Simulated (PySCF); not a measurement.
## Gas-phase XPS of thiourea, computed

Compound: thiourea, CH4N2S.
SMILES with atom numbers: `[NH2:1][C:2]([NH2:3])=[S:4]`

Structure used (PBE0-D3(BJ)/def2-SVP), in Å, numbered top down from 1:
```
atom  x, y, z in Å
N1     0.9757   -0.0797    0.6588
C2    -0.0081    0.4370   -0.1123
N3    -0.9585   -0.4326   -0.5247
S4    -0.0484    2.0495   -0.5274
H5     1.6945    0.5557    0.9720
H6     1.0203   -1.0524    0.9288
H7    -0.9332   -1.4237   -0.3290
H8    -1.6870   -0.0671   -1.1199
```

Level of theory: delta-SCF UKS SCAN, pcX-2 on the ionised atom, pcseg-1 elsewhere, spin-free X2C (PySCF). Each binding energy is the total energy of the core-ionised species, with the hole localised on one atom, minus that of the ground state; both are solved self-consistently, so orbital relaxation is included.

Task: Give the core binding energies atom by atom.

Result: 
```tsv
atom(s)	environment	level	binding energy (eV)	count
N1/N3	nitrogen bound to a thiocarbonyl carbon	N 1s	406.26	2
C2	thiocarbonyl carbon	C 1s	293.77	1
S4	thiocarbonyl sulfur	S 1s	2475.22	1
```

Task: Give the binding energy of C 1s of C2 in hartree and in kJ/mol.

Result: 293.77 eV = 10.7958 Eh = 28344 kJ/mol.

Task: What is the longest wavelength that can ionise C 1s of C2 vertically?

Result: λ = hc/E = 12398.42 eV Å / 293.77 eV = 42.205 Å.

The first atom of each set that the bonding makes equivalent was ionised and stands for the set. Not every level is listed. Isolated species at its PBE0-D3(BJ)/def2-SVP geometry, gas phase.

Hardware: one thread, Arm Neoverse V1 (aarch64), shared host. Cost: 13 s of wall time, 0.44 GiB resident at most.
